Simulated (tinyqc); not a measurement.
RKS/LDA (VWN5) in the sto-6g basis, for H2F+, spin multiplicity 1, step by step (part 1 of 2). Computed by tinyqc, a small Python program that keeps every step (integrals from PySCF). Settings: charge = 1, multiplicity = 1, basis = sto-6g, energy threshold = 1e-08, iteration cap = 59, orthogonalisation = canonical, start = core, DIIS depth = 3, method = RKS, functional = lda,vwn, grid = [30, 14]. Command: `OMP_NUM_THREADS=1 python tinyqc.py 30034 30035 out.jsonl` (the two numbers bound the seeds that draw the settings). One thread of a shared host (Intel(R) Xeon(R) Processor @ 2.60GHz), about 0.9 s of CPU time with the checks. Later iterations appear only in the table of the cycle.

## One-electron integrals

Geometry (angstrom):
```
atom       x        y       z
F     0.0000   0.0000  0.0000
H     0.0000   0.9230  0.7290
H     0.0000  -0.8780  0.6940
```

Basis sto-6g: exponents (1/bohr^2) and contraction coefficients of normalised primitives:
```
element  l (shell)   exponent  coefficient
F            s (1)  1728.6266       0.0092
F            s (1)   316.9418       0.0494
F            s (1)    88.6689       0.1685
F            s (1)    30.4602       0.3706
F            s (1)    11.8286       0.4165
F            s (1)     4.8717       0.1303
F            s (2)    67.0323      -0.0133
F            s (2)    13.2674      -0.0470
F            s (2)     4.1235      -0.0338
F            s (2)     1.5865       0.2502
F            s (2)     0.6890       0.5951
F            s (2)     0.3158       0.2407
F            p (3)    67.0323       0.0038
F            p (3)    13.2674       0.0377
F            p (3)     4.1235       0.1739
F            p (3)     1.5865       0.4180
F            p (3)     0.6890       0.4259
F            p (3)     0.3158       0.1017
H            s (1)    35.5232       0.0092
H            s (1)     6.5131       0.0494
H            s (1)     1.8221       0.1685
H            s (1)     0.6260       0.3706
H            s (1)     0.2431       0.4165
H            s (1)     0.1001       0.1303
```

Overlap, kinetic and nuclear-attraction integrals over the contracted functions; the nuclear repulsion is the sum of Za Zb / Rab.

nuclear repulsion = 8.598524 hartree

overlap S, order 1F 1s, 1F 2s, 1F 2px, 1F 2py, 1F 2pz, 2H 1s, 3H 1s:
```
[[1.0000, 0.2325, 0.0000, 0.0000, 0.0000, 0.0278, 0.0317],
 [0.2325, 1.0000, 0.0000, 0.0000, 0.0000, 0.2988, 0.3288],
 [0.0000, 0.0000, 1.0000, 0.0000, 0.0000, 0.0000, 0.0000],
 [0.0000, 0.0000, 0.0000, 1.0000, 0.0000, 0.1995, -0.2156],
 [0.0000, 0.0000, 0.0000, 0.0000, 1.0000, 0.1576, 0.1704],
 [0.0278, 0.2988, 0.0000, 0.1995, 0.1576, 1.0000, 0.1639],
 [0.0317, 0.3288, 0.0000, -0.2156, 0.1704, 0.1639, 1.0000]]
```

kinetic energy T (hartree), order 1F 1s, 1F 2s, 1F 2px, 1F 2py, 1F 2pz, 2H 1s, 3H 1s:
```
[[37.3977, -1.1433, 0.0000, 0.0000, 0.0000, -0.0055, -0.0052],
 [-1.1433, 1.0823, 0.0000, 0.0000, 0.0000, 0.0297, 0.0449],
 [0.0000, 0.0000, 3.2513, 0.0000, 0.0000, 0.0000, 0.0000],
 [0.0000, 0.0000, 0.0000, 3.2513, 0.0000, 0.0866, -0.1079],
 [0.0000, 0.0000, 0.0000, 0.0000, 3.2513, 0.0684, 0.0853],
 [-0.0055, 0.0297, 0.0000, 0.0866, 0.0684, 0.7685, -0.0081],
 [-0.0052, 0.0449, 0.0000, -0.1079, 0.0853, -0.0081, 0.7685]]
```

nuclear attraction V (hartree), order 1F 1s, 1F 2s, 1F 2px, 1F 2py, 1F 2pz, 2H 1s, 3H 1s:
```
[[-78.7452, -8.0802, 0.0000, 0.0008, -0.0126, -1.1047, -1.2622],
 [-8.0802, -12.3968, 0.0000, 0.0089, -0.1479, -2.6875, -3.0012],
 [0.0000, 0.0000, -12.3524, 0.0000, 0.0000, 0.0000, 0.0000],
 [0.0008, 0.0089, 0.0000, -12.4334, 0.0044, -1.5432, 1.7030],
 [-0.0126, -0.1479, 0.0000, 0.0044, -12.4030, -1.2549, -1.3834],
 [-1.1047, -2.6875, 0.0000, -1.5432, -1.2549, -5.5208, -1.0247],
 [-1.2622, -3.0012, 0.0000, 1.7030, -1.3834, -1.0247, -5.7072]]
```

core Hamiltonian H = T + V (hartree), order 1F 1s, 1F 2s, 1F 2px, 1F 2py, 1F 2pz, 2H 1s, 3H 1s:
```
[[-41.3475, -9.2236, 0.0000, 0.0008, -0.0126, -1.1102, -1.2674],
 [-9.2236, -11.3145, 0.0000, 0.0089, -0.1479, -2.6577, -2.9563],
 [0.0000, 0.0000, -9.1010, 0.0000, 0.0000, 0.0000, 0.0000],
 [0.0008, 0.0089, 0.0000, -9.1821, 0.0044, -1.4566, 1.5952],
 [-0.0126, -0.1479, 0.0000, 0.0044, -9.1516, -1.1865, -1.2981],
 [-1.1102, -2.6577, 0.0000, -1.4566, -1.1865, -4.7523, -1.0328],
 [-1.2674, -2.9563, 0.0000, 1.5952, -1.2981, -1.0328, -4.9387]]
```

## Two-electron integrals

Functions are numbered as in S; the eight-fold symmetry (ij|kl) = (ji|kl) = (kl|ij) leaves the list below.

Two-electron integrals (ij|kl) in chemists' order, unique and non-zero (hartree):
```
(11|11) 5.4062      (21|11) 0.7681      (21|21) 0.1389      (22|11) 1.2663
(22|21) 0.2840      (22|22) 0.9264      (31|31) 0.0295      (32|31) 0.0447
(32|32) 0.2048      (33|11) 1.2663      (33|21) 0.2840      (33|22) 0.9264
(33|33) 0.9981      (41|41) 0.0295      (42|41) 0.0447      (42|42) 0.2048
(43|43) 0.0538      (44|11) 1.2663      (44|21) 0.2840      (44|22) 0.9264
(44|33) 0.8905      (44|44) 0.9981      (51|51) 0.0295      (52|51) 0.0447
(52|52) 0.2048      (53|53) 0.0538      (54|54) 0.0538      (55|11) 1.2663
(55|21) 0.2840      (55|22) 0.9264      (55|33) 0.8905      (55|44) 0.8905
(55|55) 0.9981      (61|11) 0.0978      (61|21) 0.0170      (61|22) 0.0339
(61|33) 0.0339      (61|41) 0.0006      (61|42) 0.0011      (61|44) 0.0340
(61|51) 4.58e-04    (61|52) 0.0009      (61|54) 8.30e-05    (61|55) 0.0340
(61|61) 0.0021      (62|11) 0.2605      (62|21) 0.0594      (62|22) 0.2177
(62|33) 0.2146      (62|41) 0.0034      (62|42) 0.0261      (62|44) 0.2203
(62|51) 0.0027      (62|52) 0.0206      (62|54) 0.0046      (62|55) 0.2182
(62|61) 0.0073      (62|62) 0.0649      (63|31) 0.0064      (63|32) 0.0373
(63|43) 0.0054      (63|53) 0.0043      (63|63) 0.0092      (64|11) 0.1440
(64|21) 0.0333      (64|22) 0.1304      (64|33) 0.1250      (64|41) 0.0080
(64|42) 0.0518      (64|44) 0.1390      (64|51) 0.0013      (64|52) 0.0114
(64|54) 0.0069      (64|55) 0.1270      (64|61) 0.0042      (64|62) 0.0477
(64|64) 0.0439      (65|11) 0.1138      (65|21) 0.0263      (65|22) 0.1030
(65|33) 0.0987      (65|41) 0.0013      (65|42) 0.0114      (65|44) 0.1013
(65|51) 0.0074      (65|52) 0.0464      (65|54) 0.0074      (65|55) 0.1088
(65|61) 0.0033      (65|62) 0.0377      (65|64) 0.0274      (65|65) 0.0309
(66|11) 0.4429      (66|21) 0.1028      (66|22) 0.4344      (66|33) 0.4208
(66|41) 0.0069      (66|42) 0.0748      (66|44) 0.4459      (66|51) 0.0054
(66|52) 0.0591      (66|54) 0.0198      (66|55) 0.4365      (66|61) 0.0126
(66|62) 0.1728      (66|64) 0.1470      (66|65) 0.1161      (66|66) 0.7750
(71|11) 0.1117      (71|21) 0.0194      (71|22) 0.0388      (71|33) 0.0387
(71|41) -0.0007     (71|42) -0.0013     (71|44) 0.0388      (71|51) 0.0005
(71|52) 0.0010      (71|54) -9.54e-05   (71|55) 0.0388      (71|61) 0.0024
(71|62) 0.0081      (71|64) 0.0043      (71|65) 0.0037      (71|66) 0.0139
(71|71) 0.0027      (72|11) 0.2909      (72|21) 0.0663      (72|22) 0.2422
(72|33) 0.2387      (72|41) -0.0038     (72|42) -0.0288     (72|44) 0.2451
(72|51) 0.0030      (72|52) 0.0228      (72|54) -0.0051     (72|55) 0.2427
(72|61) 0.0079      (72|62) 0.0587      (72|64) 0.0299      (72|65) 0.0331
(72|66) 0.1263      (72|71) 0.0092      (72|72) 0.0794      (73|31) 0.0072
(73|32) 0.0419      (73|43) -0.0060     (73|53) 0.0047      (73|63) 0.0082
(73|73) 0.0115      (74|11) -0.1584     (74|21) -0.0366     (74|22) -0.1429
(74|33) -0.1369     (74|41) 0.0090      (74|42) 0.0578      (74|44) -0.1526
(74|51) -0.0014     (74|52) -0.0126     (74|54) 0.0076      (74|55) -0.1392
(74|61) -0.0042     (74|62) -0.0293     (74|64) -0.0071     (74|65) -0.0162
(74|66) -0.0580     (74|71) -0.0053     (74|72) -0.0575     (74|74) 0.0528
(75|11) 0.1252      (75|21) 0.0289      (75|22) 0.1130      (75|33) 0.1082
(75|41) -0.0014     (75|42) -0.0126     (75|44) 0.1111      (75|51) 0.0084
(75|52) 0.0518      (75|54) -0.0083     (75|55) 0.1195      (75|61) 0.0036
(75|62) 0.0328      (75|64) 0.0163      (75|65) 0.0263      (75|66) 0.0774
(75|71) 0.0042      (75|72) 0.0455      (75|74) -0.0326     (75|75) 0.0373
(76|11) 0.0925      (76|21) 0.0213      (76|22) 0.0862      (76|33) 0.0844
(76|41) 1.88e-05    (76|42) 2.18e-04    (76|44) 0.0858      (76|51) 0.0015
(76|52) 0.0140      (76|54) 4.85e-05    (76|55) 0.0883      (76|61) 0.0026
(76|62) 0.0266      (76|64) 0.0172      (76|65) 0.0177      (76|66) 0.0805
(76|71) 0.0030      (76|72) 0.0292      (76|74) -0.0184     (76|75) 0.0191
(76|76) 0.0142      (77|11) 0.4635      (77|21) 0.1076      (77|22) 0.4527
(77|33) 0.4380      (77|41) -0.0074     (77|42) -0.0796     (77|44) 0.4651
(77|51) 0.0059      (77|52) 0.0629      (77|54) -0.0214     (77|55) 0.4549
(77|61) 0.0128      (77|62) 0.1182      (77|64) 0.0551      (77|65) 0.0734
(77|66) 0.2917      (77|71) 0.0151      (77|72) 0.1955      (77|74) -0.1641
(77|75) 0.1297      (77|76) 0.0805      (77|77) 0.7750
```

## Orthogonalisation

S = U s U^T; canonical form X = U s^(-1/2), so that X^T S X = 1. Each column of U has its largest component positive (the first on a tie).

eigenvalues of S: [0.5304, 0.6168, 0.8984, 1.0000, 1.0967, 1.2222, 1.6356]

X, order 1F 1s, 1F 2s, 1F 2px, 1F 2py, 1F 2pz, 2H 1s, 3H 1s:
```
[[-0.3957, 0.0985, 0.6892, 0.0000, -0.6142, 0.0166, 0.2071],
 [0.9434, -0.1776, -0.2461, 0.0000, -0.3017, 0.0177, 0.4652],
 [0.0000, 0.0000, 0.0000, 1.0000, 0.0000, 0.0000, 0.0000],
 [-0.1617, -0.7550, 0.0072, 0.0000, 0.0003, 0.7201, -0.0205],
 [0.3897, -0.0667, 0.6957, 0.0000, 0.6146, 0.0051, 0.2034],
 [-0.3900, 0.8066, -0.2261, 0.0000, 0.1885, 0.4048, 0.3774],
 [-0.7133, -0.5958, -0.2058, 0.0000, 0.1743, -0.3677, 0.4098]]
```

## Starting guess

The start is the orbitals of the core Hamiltonian; D = 2 C_occ C_occ^T.

D at the start, order 1F 1s, 1F 2s, 1F 2px, 1F 2py, 1F 2pz, 2H 1s, 3H 1s:
```
[[2.1213, -0.5347, 0.0000, 0.0029, -0.0232, 0.0490, 0.0556],
 [-0.5347, 2.3513, 0.0000, -0.0184, 0.1341, -0.2065, -0.2352],
 [0.0000, 0.0000, 2.0000, 0.0000, 0.0000, 0.0000, 0.0000],
 [0.0029, -0.0184, 0.0000, 2.1434, -0.0093, -0.2066, 0.2263],
 [-0.0232, 0.1341, 0.0000, -0.0093, 2.0741, -0.1346, -0.1506],
 [0.0490, -0.2065, 0.0000, -0.2066, -0.1346, 0.0458, 0.0070],
 [0.0556, -0.2352, 0.0000, 0.2263, -0.1506, 0.0070, 0.0560]]
```

## Iteration 1: exchange-correlation on the grid

Becke grid with 30 radial and 14 angular points per atom, points of zero weight dropped. rho = sum D_ij phi_i phi_j; V_xc,ij = sum w v_xc phi_i phi_j; v_xc is d(rho eps)/d rho.

The 12 grid points with the largest w rho, of 1251 (bohr, atomic units):
```
x              y        z       w     rho   eps_xc     v_xc
-0.5754  -0.5754  -0.5754  0.1872  0.5786  -0.6825  -0.8958
0.5754   -0.5754  -0.5754  0.1872  0.5786  -0.6825  -0.8958
0.5754    0.5754  -0.5754  0.1873  0.5779  -0.6822  -0.8954
-0.5754   0.5754  -0.5754  0.1873  0.5779  -0.6822  -0.8954
0.4678    0.4678   0.4678  0.1050  1.0108  -0.8129  -1.0683
-0.4678   0.4678   0.4678  0.1050  1.0108  -0.8129  -1.0683
-0.4678  -0.4678  -0.4678  0.1070  0.9895  -0.8075  -1.0611
0.4678   -0.4678  -0.4678  0.1070  0.9895  -0.8075  -1.0611
0.4678    0.4678  -0.4678  0.1070  0.9878  -0.8070  -1.0606
-0.4678   0.4678  -0.4678  0.1070  0.9878  -0.8070  -1.0606
-0.4678  -0.4678   0.4678  0.1041  1.0151  -0.8140  -1.0697
0.4678   -0.4678   0.4678  0.1041  1.0151  -0.8140  -1.0697
```

electrons on the grid, sum of w rho = 10.0434

E_xc = sum of w rho eps_xc = -10.927282 hartree

V_xc (hartree), order 1F 1s, 1F 2s, 1F 2px, 1F 2py, 1F 2pz, 2H 1s, 3H 1s:
```
[[-3.3215, -0.4396, 0.0000, 0.0001, -0.0007, -0.0572, -0.0653],
 [-0.4396, -0.9471, 0.0000, 0.0006, -0.0037, -0.1895, -0.2120],
 [0.0000, 0.0000, -0.9528, 0.0000, 0.0000, 0.0000, 0.0000],
 [0.0001, 0.0006, 0.0000, -0.9398, 0.0004, -0.1017, 0.1122],
 [-0.0007, -0.0037, 0.0000, 0.0004, -0.9488, -0.0810, -0.0897],
 [-0.0572, -0.1895, 0.0000, -0.1017, -0.0810, -0.1938, -0.0527],
 [-0.0653, -0.2120, 0.0000, 0.1122, -0.0897, -0.0527, -0.2108]]
```

## Iteration 1: building the Kohn-Sham matrix

J_ij = sum D_kl (ij|kl); F = H + J + V_xc; E = tr D H + tr D J / 2 + E_xc + E_nn.

Coulomb J (hartree), order 1F 1s, 1F 2s, 1F 2px, 1F 2py, 1F 2pz, 2H 1s, 3H 1s:
```
[[21.1228, 3.8274, 0.0000, -0.0004, 0.0031, 0.4698, 0.5365],
 [3.8274, 9.9903, 0.0000, -0.0001, 0.0017, 2.2684, 2.5255],
 [0.0000, 0.0000, 9.9914, 0.0000, 0.0000, 0.0000, 0.0000],
 [-0.0004, -0.0001, 0.0000, 9.9897, 0.0003, 1.3325, -1.4610],
 [0.0031, 0.0017, 0.0000, 0.0003, 9.9897, 1.0515, 1.1541],
 [0.4698, 2.2684, 0.0000, 1.3325, 1.0515, 4.3495, 0.8738],
 [0.5365, 2.5255, 0.0000, -1.4610, 1.1541, 0.8738, 4.5333]]
```

Kohn-Sham matrix F (hartree), order 1F 1s, 1F 2s, 1F 2px, 1F 2py, 1F 2pz, 2H 1s, 3H 1s:
```
[[-23.5462, -5.8358, 0.0000, 0.0005, -0.0102, -0.6976, -0.7962],
 [-5.8358, -2.2713, 0.0000, 0.0094, -0.1499, -0.5787, -0.6428],
 [0.0000, 0.0000, -0.0625, 0.0000, 0.0000, 0.0000, 0.0000],
 [0.0005, 0.0094, 0.0000, -0.1322, 0.0051, -0.2258, 0.2464],
 [-0.0102, -0.1499, 0.0000, 0.0051, -0.1108, -0.2159, -0.2337],
 [-0.6976, -0.5787, 0.0000, -0.2258, -0.2159, -0.5966, -0.2116],
 [-0.7962, -0.6428, 0.0000, 0.2464, -0.2337, -0.2116, -0.6162]]
```

total energy of this density = -98.457486 hartree

## Iteration 1: diagonalisation and new density

Diagonalise F' = X^T F X, C = X C', fill 5 alpha and 5 beta electrons from the bottom; D = 2 C_occ C_occ^T. Each column has its largest component positive (the first on a tie).

F' = X^T F X (hartree):
```
[[-1.1539, 0.3488, 3.0212, 0.0000, -3.0207, 0.0416, 1.4116],
 [0.3488, -0.0621, -0.8710, 0.0000, 0.9004, -0.2715, -0.4243],
 [3.0212, -0.8710, -8.9824, 0.0000, 9.7954, -0.2858, -4.7976],
 [0.0000, 0.0000, 0.0000, -0.0625, 0.0000, 0.0000, 0.0000],
 [-3.0207, 0.9004, 9.7954, 0.0000, -10.9195, 0.3205, 5.4051],
 [0.0416, -0.2715, -0.2858, 0.0000, 0.3205, -0.4588, -0.1667],
 [1.4116, -0.4243, -4.7976, 0.0000, 5.4051, -0.1667, -3.6793]]
```

orbital energies (hartree): [-23.5528, -0.9944, -0.5542, -0.3438, -0.0625, 0.0438, 0.1454]

coefficients C, order 1F 1s, 1F 2s, 1F 2px, 1F 2py, 1F 2pz, 2H 1s, 3H 1s:
```
[[0.9956, -0.2046, -0.0015, -0.1652, 0.0000, -0.0344, 0.0103],
 [0.0190, 0.7553, 0.0093, 0.8108, 0.0000, 0.2380, -0.0696],
 [0.0000, 0.0000, 0.0000, 0.0000, 1.0000, 0.0000, 0.0000],
 [-0.0002, -0.0115, 0.3634, 0.0301, 0.0000, 0.1349, 0.9818],
 [0.0016, 0.1627, 0.0018, -0.3003, 0.0000, 0.9622, -0.1298],
 [-0.0031, 0.2477, 0.6650, -0.5506, 0.0000, -0.4484, -0.4334],
 [-0.0036, 0.2779, -0.6052, -0.5745, 0.0000, -0.3461, 0.5884]]
```

D after iteration 1, order 1F 1s, 1F 2s, 1F 2px, 1F 2py, 1F 2pz, 2H 1s, 3H 1s:
```
[[2.1209, -0.5391, 0.0000, -0.0067, 0.0358, 0.0723, 0.0709],
 [-0.5391, 2.4567, 0.0000, 0.0381, -0.2410, -0.5063, -0.5232],
 [0.0000, 0.0000, 2.0000, 0.0000, 0.0000, 0.0000, 0.0000],
 [-0.0067, 0.0381, 0.0000, 0.2662, -0.0206, 0.4445, -0.4809],
 [0.0358, -0.2410, 0.0000, -0.0206, 0.2333, 0.4135, 0.4333],
 [0.0723, -0.5063, 0.0000, 0.4445, 0.4135, 1.6133, -0.0346],
 [0.0709, -0.5232, 0.0000, -0.4809, 0.4333, -0.0346, 1.5471]]
```

## Iteration 2: exchange-correlation on the grid

As before.

The 12 grid points with the largest w rho, of 1251 (bohr, atomic units):
```
x             y        z       w     rho   eps_xc     v_xc
-0.9966  0.0000   0.0000  0.1665  0.5778  -0.6822  -0.8954
0.9966   0.0000   0.0000  0.1665  0.5778  -0.6822  -0.8954
0.8102   0.0000   0.0000  0.0952  0.9893  -0.8074  -1.0611
-0.8102  0.0000   0.0000  0.0952  0.9893  -0.8074  -1.0611
-1.2115  0.0000   0.0000  0.2825  0.2849  -0.5474  -0.7173
1.2115   0.0000   0.0000  0.2825  0.2849  -0.5474  -0.7173
-0.6497  0.0000   0.0000  0.0525  1.4369  -0.9081  -1.1943
0.6497   0.0000   0.0000  0.0525  1.4369  -0.9081  -1.1943
-0.5754  0.5754  -0.5754  0.1873  0.3686  -0.5930  -0.7775
0.5754   0.5754  -0.5754  0.1873  0.3686  -0.5930  -0.7775
0.4678   0.4678  -0.4678  0.1070  0.6301  -0.7009  -0.9202
-0.4678  0.4678  -0.4678  0.1070  0.6301  -0.7009  -0.9202
```

electrons on the grid, sum of w rho = 10.0446

E_xc = sum of w rho eps_xc = -9.335551 hartree

V_xc (hartree), order 1F 1s, 1F 2s, 1F 2px, 1F 2py, 1F 2pz, 2H 1s, 3H 1s:
```
[[-3.2804, -0.4094, 0.0000, -0.0004, 0.0023, -0.0537, -0.0613],
 [-0.4094, -0.8232, 0.0000, -0.0006, -0.0050, -0.1925, -0.2145],
 [0.0000, 0.0000, -0.8792, 0.0000, 0.0000, 0.0000, 0.0000],
 [-0.0004, -0.0006, 0.0000, -0.7996, 0.0029, -0.1192, 0.1311],
 [0.0023, -0.0050, 0.0000, 0.0029, -0.7911, -0.0968, -0.1071],
 [-0.0537, -0.1925, 0.0000, -0.1192, -0.0968, -0.5101, -0.0766],
 [-0.0613, -0.2145, 0.0000, 0.1311, -0.1071, -0.0766, -0.5118]]
```

## Iteration 2: building the Kohn-Sham matrix

As before.

Coulomb J (hartree), order 1F 1s, 1F 2s, 1F 2px, 1F 2py, 1F 2pz, 2H 1s, 3H 1s:
```
[[18.2836, 3.2049, 0.0000, 0.0014, 0.0085, 0.3956, 0.4516],
 [3.2049, 8.3387, 0.0000, 0.0053, 0.1572, 2.0189, 2.2399],
 [0.0000, 0.0000, 8.4084, 0.0000, 0.0000, 0.0000, 0.0000],
 [0.0014, 0.0053, 0.0000, 8.3239, -0.0049, 1.2303, -1.3411],
 [0.0085, 0.1572, 0.0000, -0.0049, 8.2839, 1.0106, 1.1054],
 [0.3956, 2.0189, 0.0000, 1.2303, 1.0106, 4.6768, 0.8514],
 [0.4516, 2.2399, 0.0000, -1.3411, 1.1054, 0.8514, 4.7739]]
```

Kohn-Sham matrix F (hartree), order 1F 1s, 1F 2s, 1F 2px, 1F 2py, 1F 2pz, 2H 1s, 3H 1s:
```
[[-26.3443, -6.4281, 0.0000, 0.0018, -0.0018, -0.7684, -0.8771],
 [-6.4281, -3.7989, 0.0000, 0.0136, 0.0043, -0.8313, -0.9310],
 [0.0000, 0.0000, -1.5718, 0.0000, 0.0000, 0.0000, 0.0000],
 [0.0018, 0.0136, 0.0000, -1.6578, 0.0024, -0.3454, 0.3853],
 [-0.0018, 0.0043, 0.0000, 0.0024, -1.6588, -0.2727, -0.2997],
 [-0.7684, -0.8313, 0.0000, -0.3454, -0.2727, -0.5857, -0.2579],
 [-0.8771, -0.9310, 0.0000, 0.3853, -0.2997, -0.2579, -0.6767]]
```

total energy of this density = -97.978150 hartree

## Iteration 2: DIIS over 2 matrices

error matrix X^T (FDS - SDF) X:
```
[[0.0000, 0.0038, -0.4518, 0.0000, -0.6625, 0.2796, -0.4353],
 [-0.0038, 0.0000, 0.1052, 0.0000, 0.1471, 1.3254, 0.0085],
 [0.4518, -0.1052, 0.0000, 0.0000, -0.4553, -0.0372, -0.5227],
 [0.0000, 0.0000, 0.0000, 0.0000, 0.0000, 0.0000, 0.0000],
 [0.6625, -0.1471, 0.4553, 0.0000, 0.0000, -0.0105, -0.3480],
 [-0.2796, -1.3254, 0.0372, 0.0000, 0.0105, 0.0000, 0.0185],
 [0.4353, -0.0085, 0.5227, 0.0000, 0.3480, -0.0185, 0.0000]]
```

B (overlaps of the stored error matrices):
```
[[1.8900635e+00, -2.7922538e+00],
 [-2.7922538e+00, 6.6070782e+00]]
```

Minimise |sum c_i e_i|^2 with sum c_i = 1: solve [B -1; -1 0][c; lambda] = [0; -1] with B_ij = tr e_i^T e_j, and take F = sum c_i F_i.

DIIS coefficients: [0.6675, 0.3325]

extrapolated F (hartree), order 1F 1s, 1F 2s, 1F 2px, 1F 2py, 1F 2pz, 2H 1s, 3H 1s:
```
[[-24.4766, -6.0328, 0.0000, 0.0009, -0.0074, -0.7211, -0.8231],
 [-6.0328, -2.7793, 0.0000, 0.0108, -0.0986, -0.6627, -0.7386],
 [0.0000, 0.0000, -0.5643, 0.0000, 0.0000, 0.0000, 0.0000],
 [0.0009, 0.0108, 0.0000, -0.6395, 0.0042, -0.2656, 0.2926],
 [-0.0074, -0.0986, 0.0000, 0.0042, -0.6255, -0.2348, -0.2557],
 [-0.7211, -0.6627, 0.0000, -0.2656, -0.2348, -0.5930, -0.2270],
 [-0.8231, -0.7386, 0.0000, 0.2926, -0.2557, -0.2270, -0.6363]]
```

## Iteration 2: diagonalisation and new density

As before.

F' = X^T F X (hartree):
```
[[-1.4859, 0.3742, 3.1754, 0.0000, -3.1708, 0.0896, 1.2431],
 [0.3742, -0.2668, -0.9158, 0.0000, 0.9426, -0.0088, -0.3994],
 [3.1754, -0.9158, -9.6463, 0.0000, 9.9095, -0.3015, -4.9647],
 [0.0000, 0.0000, 0.0000, -0.5643, 0.0000, 0.0000, 0.0000],
 [-3.1708, 0.9426, 9.9095, 0.0000, -11.5850, 0.3345, 5.6123],
 [0.0896, -0.0088, -0.3015, 0.0000, 0.3345, -0.7674, -0.1629],
 [1.2431, -0.3994, -4.9647, 0.0000, 5.6123, -0.1629, -3.9672]]
```

orbital energies (hartree): [-24.4824, -1.3969, -0.7588, -0.6711, -0.5643, -0.2505, -0.1590]

coefficients C, order 1F 1s, 1F 2s, 1F 2px, 1F 2py, 1F 2pz, 2H 1s, 3H 1s:
```
[[0.9960, -0.2398, -0.0115, 0.0743, 0.0000, 0.0804, 0.0140],
 [0.0177, 0.9447, 0.0578, -0.3718, 0.0000, -0.4966, -0.0941],
 [0.0000, 0.0000, 0.0000, 0.0000, 1.0000, 0.0000, 0.0000],
 [-0.0002, -0.0142, 0.7412, 0.0554, 0.0000, -0.0888, 0.7448],
 [0.0014, 0.1226, -0.0457, 0.8182, 0.0000, -0.6031, -0.0957],
 [-0.0029, 0.0870, 0.3452, 0.2935, 0.0000, 0.7684, -0.6263],
 [-0.0033, 0.1040, -0.3829, 0.2531, 0.0000, 0.5825, 0.8238]]
```

D after iteration 2, order 1F 1s, 1F 2s, 1F 2px, 1F 2py, 1F 2pz, 2H 1s, 3H 1s:
```
[[2.1101, -0.4744, 0.0000, -0.0024, 0.0666, -0.0118, -0.0100],
 [-0.4744, 2.0686, 0.0000, 0.0176, -0.3819, -0.0141, -0.0362],
 [0.0000, 0.0000, 2.0000, 0.0000, 0.0000, 0.0000, 0.0000],
 [-0.0024, 0.0176, 0.0000, 1.1053, 0.0195, 0.5418, -0.5425],
 [0.0666, -0.3819, 0.0000, 0.0195, 1.3731, 0.4701, 0.4747],
 [-0.0118, -0.0141, 0.0000, 0.5418, 0.4701, 0.4258, -0.0977],
 [-0.0100, -0.0362, 0.0000, -0.5425, 0.4747, -0.0977, 0.4430]]
```
